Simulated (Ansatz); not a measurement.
Consider the atomization: `CC1(F)C=N1` → 3 C• + F• + 4 H• + N•.

Calculated with Ansatz (gas phase, PBE0-D4/def2-TZVP geometries, no zero-point term in ΔE). CCSD(T)/CBS adds triple-zeta CCSD(T) − MP2 to the extrapolated MP2 energy (def2 sets, frozen cores). This one scheme is used for every species, atoms too. Open shells (•) are unrestricted, without spin–orbit coupling. Spin–orbit coupling would lower the free atoms: a little for C, F.

| species | HF/def2-TZVPP energy (Eh) |
| --- | --- |
| `CC1(F)C=N1` | -269.85356 |
| C• | -37.69248 |
| F• | -99.41180 |
| H• | -0.49981 |
| N• | -54.40275 |

Problem. Work out ΔE.

Solution. ΔE = 4 × (-0.49981) + 3 × (-37.69248) + (-99.41180) + (-54.40275) − (-269.85356) = 0.96233 Eh = +2526.6 kJ/mol. CCSD(T)/CBS gives +3679.7 kJ/mol.

Problem. What do rigid-rotor, harmonic-oscillator terms from PBE0-D4/def2-TZVP frequencies (298.15 K, 1 bar) make of the CCSD(T)/CBS value? (An estimate is asked.)

Solution. The calculation gave: ΔZPE = -172.5 kJ/mol, ΔH = +3547.6 kJ/mol, ΔS = 952 J/(mol·K), ΔG = +3263.7 kJ/mol. Open shells count their whole term as degenerate.

Largest T1 diagnostic among the species: 0.011.

The D4 term adds +23.0 kJ/mol with B3LYP and +11.9 kJ/mol with PBE0; it sums over pairs of atoms, weighted by their polarisabilities, and B3LYP, whose exchange is more repulsive, gets the larger term. At CCSD(T), def2-SVP lies −172.1 kJ/mol from the extrapolated value and def2-TZVPP −104.8 kJ/mol: correlation converges slowly with the basis, and small sets miss more of it in the bonded molecule than in its fragments.

B3LYP here is the variant with VWN-RPA as its local correlation; programs differ in this.

For atomizations the MP2-based limit and the directly extrapolated one differ by several kJ/mol either way, and by 10 to 25 for some Ge, Se and Sn compounds, so smaller differences from it don't rank the levels.
